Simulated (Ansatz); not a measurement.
in.yaml

```yaml
crystal:
  periodic: [false, false, false]
  atoms:
    - {symbol: Ge, position_ang: [0.000000, 0.000000, 1.693800]}
    - {symbol: N, position_ang: [0.000000, 0.000000, -0.024900]}
    - {symbol: Si, position_ang: [0.000000, 0.000000, -1.668900]}
basis:
  gaussian: {orbitals: cc-pVDZ}
total_charge: 1
magnetization: {spin_polarized: false, initial_magnetization: 2}
correlation: {method: mp2, electrons: outside_noble_gas}
scf: {lower_state_search: off}
```

```sh
$ ansatz run in.yaml --threads 1 --pin off --events-out ev --progress --plain --max-ram 2393MiB
```

Log:

```
these checks for a lower state are left out or cut short: stability, starts, cluster_reference, orbital_swaps, neighbouring_geometries, increment
650 factors; integrals over basis functions are off by at most 6.5e-4 eV
mean field evaluation 1: about -65796.0093 eV, gradient 6.2e1 eV
mean field evaluation 2: about -65796.0148 eV, gradient 6.2e1 eV
mean field evaluation 4: about -65805.8087 eV, gradient 6.3e0 eV
mean field evaluation 8: about -65805.9312 eV, gradient 8.0e-1 eV
mean field evaluation 16: about -65806.9847 eV, gradient 2.0e-4 eV
mean field -65806.98471247 eV, -2418.3620826071 hartree, gradient 1.2e-6 eV, S^2 2.000000; 0 other end points of the search recorded, 0 dependent functions left out
20 core orbitals not correlated: weight in the atoms' cores, before any rotation towards them, 0.997 or more for the frozen orbitals, at most 0.002 for the correlated occupied ones
reference -65806.98471247 eV, -2418.3620826071 hartree; 7, 5 occupied and 32, 34 virtual orbitals, 650 factors
second order -7.38075046 eV of doubles, -0.04144202 eV of singles
Total energy: -65814.40690495 eV, -2418.6348431497 hartree
Checks for a lower state left out: stability, starts, cluster_reference, orbital_swaps, neighbouring_geometries, increment
```

Ran on 1 thread of Arm Neoverse V1, shared host: 1.1 s wall, 0.18 GiB peak host memory.
